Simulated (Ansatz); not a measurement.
A made-up structure of CHOS, doublet:

| atom | x (Å) | y (Å) | z (Å) |
| --- | --- | --- | --- |
| O1 | -0.4019 | 0.2536 | 0.5542 |
| C2 | -0.7751 | -0.1271 | 1.5940 |
| S3 | 0.5972 | -0.5816 | -0.6490 |
| H4 | 0.5798 | 0.4551 | -1.4993 |

It is relaxed with PBE-D4/def2-SVP and then PBE0-D4/def2-TZVP (Ansatz 0.2.0). Atoms count as bonded within 1.22 times the sum of their covalent radii (H–H: 0.88 Å). The end point is not checked to be a true minimum.

Problem. Does its bonding change? (Judge from chemistry; the calculation decides.)

Solution. Computed: Yes. Formed: none; broken: O1–S3.

Where it ends: The first stage lowers the energy by 2.12 eV in 12 steps. It ends as a complex of CO + HS:
O1  (-0.770, 0.476, 1.070)
C2  (-1.059, -0.012, 2.040)
S3  (1.167, -0.854, -1.509)
H4  (0.662, 0.390, -1.601)
(Å)

For scale, one of the runs: PBE0-D4/def2-TZVP relaxation, 105 basis functions, launched by `ansatz run in.yaml --threads 2 --pin off --events-out ev --progress --plain --max-ram 4352MiB`. The run took about 96 s on 2 CPU threads of an Arm Neoverse V1 (shared host).
